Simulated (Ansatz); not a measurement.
**Formation enthalpy of Cs₂SnI₆ (Fm-3m, No. 225) at several levels of theory**

No measured value is used here.

| level (code) | value (eV/atom) |
|---|---|
| LDA (Ansatz) | -0.920 |
| PBE (Ansatz) | -0.930 |
| PBEsol (Ansatz) | -0.916 |
| PBE-D3(BJ) (Ansatz) | [?] |
| PBE-D4 (Ansatz) | -0.912 |

Q: Some entries are withheld; supply them.

A: 
- PBE-D3(BJ) (Ansatz, a quantum-chemistry and plane-wave program), value (eV/atom): -0.938

Density-functional levels without +SOC have no spin–orbit coupling, which shifts binding energies of heavy elements. Each level is taken at its own relaxed cell. Ansatz's density-functional and Hartree–Fock values are scalar-relativistic unless marked +SOC, with PAW data made under PBE.
